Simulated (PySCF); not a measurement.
Gas-phase XPS of 3-mercapto-2-butanone, computed

Compound: 3-mercapto-2-butanone, C4H8OS.
Numbering: `[CH3:1][C:2](=[O:3])[C@H:4]([CH3:5])[SH:6]`

Computed, not measured: delta-SCF UKS SCAN, pcX-2 on the ionised atom, pcseg-1 elsewhere, spin-free X2C (PySCF). Binding energies are ΔSCF values: E(core-ionised, relaxed orbitals) − E(ground state) at a fixed geometry, referred to the vacuum level.

Task: Give the core binding energies atom by atom.

Result: 
```csv
atom(s),environment,level,binding energy (eV),above the level's lowest (eV),count
S6,thiol sulfur,S 1s,2477.41,0.00,1
O3,ketone oxygen,O 1s,537.61,0.00,1
C2,ketone carbonyl carbon,C 1s,293.34,+2.52,1
C4,sp3 carbon bound to sulfur,C 1s,291.65,+0.83,1
C1,methyl carbon next to a carbonyl,C 1s,290.99,+0.17,1
C5,methyl carbon,C 1s,290.82,0.00,1
```

The listed C 1s values span 2.52 eV, from C5 (bonded to C and 3 H) to C2 (bonded to O (double bond) and 2 C). The widest gap between neighbouring values is 1.69 eV, between 291.65 and 293.34 eV.

Task: Which effective nuclear charge Zeff reproduces each element's mean 1s value in the hydrogen-like formula E = 13.606 eV × Zeff²?

Result: C (Z = 6): mean 291.7 eV, Zeff = 4.63, Z − Zeff = 1.37; O (Z = 8): mean 537.6 eV, Zeff = 6.29, Z − Zeff = 1.71; S (Z = 16): mean 2477.4 eV, Zeff = 13.49, Z − Zeff = 2.51. Means run over the listed sites, weighted by atom count.

Not every level is listed. One conformer (not necessarily the lowest) at the GFN2-xTB geometry, without solvent, vibrations or thermal averaging.

On x86-64 server, one thread, shared host, this took 70 s wall.

Shape of the structure used: `[CH3:1][C:2](=[O:3])[C@H:4]([CH3:5])[SH:6]`: C1–C2–C4–C5 -156°, H–S6–C4–C2 62°.
